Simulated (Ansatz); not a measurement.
## Ansatz (development build ahead of 0.2.0) run

```yaml
crystal:
  periodic: [false, false, false]
  atoms:
    - { symbol: O, position_ang: [1.05781, 0.0, 0.0] }
    - { symbol: C, position_ang: [0.32454, 0.99955, 0.0] }
    - { symbol: C, position_ang: [-0.88168, 0.65811, 0.0] }
    - { symbol: C, position_ang: [-0.88168, -0.65811, 0.0] }
    - { symbol: C, position_ang: [0.32454, -0.99955, 0.0] }
    - { symbol: H, position_ang: [0.78638, 1.88662, 0.0] }
    - { symbol: H, position_ang: [-1.67475, 1.26865, 0.0] }
    - { symbol: H, position_ang: [-1.67475, -1.26865, 0.0] }
    - { symbol: H, position_ang: [0.78638, -1.88662, 0.0] }
basis:
  gaussian: { orbitals: cc-pVDZ }
hamiltonian:
  xc: hf
correlation:
  method: mp2
  frozen_orbitals: { C: 1, H: 0, O: 1 }
```

The input is written out in the form of the current development build from the run's settings.

The run gave:

```json
{
  "Converged": "yes",
  "Reference energy": "-228.55789 hartree",
  "Correlation energy": "-0.67947 hartree",
  "Total energy": "-229.23736 hartree",
  "Spin squared of the determinant": "0.000"
}
```

Caution: no unrestricted run beside it, a lower state can exist.
